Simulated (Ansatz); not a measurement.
## Worked example: F–CH–Ga⁺, triplet against F–CH–Ga, doublet

Geometry (PBE0/def2-TZVP stationary point of a doublet), kept for both states (F–CH–Ga, doublet: A''; F–CH–Ga⁺, triplet: A''):

```xyz
4

F     0.0000   -0.3591    2.1394
C     0.0000    0.5643    1.1556
Ga    0.0000   -0.0220   -0.8053
H     0.0000    1.5648    1.6079
```

Basis cc-pVDZ; Ansatz 0.2.0. Only valence electrons are correlated (noble-gas cores and the filled d shells of p-block atoms frozen). R marks a restricted (for open shells ROHF) determinant, U an unrestricted one. No spin–orbit coupling is included, and no scalar relativity.

Full CI isn't at hand for all of this; UCCSDT(Q) serves as the reference, and is uncertain by about the last step of the cluster series.

```json
{"level": "UHF", "E(F–CH–Ga, doublet) (hartree)": "-2061.038679", "E(F–CH–Ga⁺, triplet) (hartree)": "-2060.761341"}
{"level": "UMP2", "E(F–CH–Ga, doublet) (hartree)": "-2061.377655", "E(F–CH–Ga⁺, triplet) (hartree)": "-2061.078516"}
{"level": "UCCSD(T)", "E(F–CH–Ga, doublet) (hartree)": "-2061.416577", "E(F–CH–Ga⁺, triplet) (hartree)": "-2061.114276"}
{"level": "PBE", "E(F–CH–Ga, doublet) (hartree)": "-2062.854634", "E(F–CH–Ga⁺, triplet) (hartree)": "-2062.549946"}
{"level": "PBE0", "E(F–CH–Ga, doublet) (hartree)": "-2062.893798", "E(F–CH–Ga⁺, triplet) (hartree)": "-2062.585309"}
{"level": "UCCSDT(Q)", "E(F–CH–Ga, doublet) (hartree)": "-2061.418421", "E(F–CH–Ga⁺, triplet) (hartree)": "-2061.116473"}
```

Question: Give the vertical gap, F–CH–Ga⁺ triplet less F–CH–Ga doublet, at each level in eV (1 hartree = 27.2114 eV), and each error against UCCSDT(Q).

Answer: UCCSDT(Q): (-2061.116473 − (-2061.418421)) × 27.2114 = 8.216 eV (the reference)
PBE0: (-2062.585309 − (-2062.893798)) × 27.2114 = 8.394 eV, error 0.178 eV
PBE: (-2062.549946 − (-2062.854634)) × 27.2114 = 8.291 eV, error 0.075 eV
UCCSD(T): (-2061.114276 − (-2061.416577)) × 27.2114 = 8.226 eV, error 0.010 eV
UMP2: (-2061.078516 − (-2061.377655)) × 27.2114 = 8.140 eV, error -0.076 eV
UHF: (-2060.761341 − (-2061.038679)) × 27.2114 = 7.547 eV, error -0.669 eV

Total energies of functionals can't be set beside those of wave-function methods, since they hold the core's correlation and their own absolute errors; only the differences compare.

In so small a basis the reference is far from its limit while semilocal and hybrid functionals are nearer theirs, so the functionals' errors here hold much of the reference's basis and frozen-core error, which can add to them or hide them.

Each level lands on the state that its own search finds. T1 diagnostics of restricted CCSD: 0.022 and 0.035.
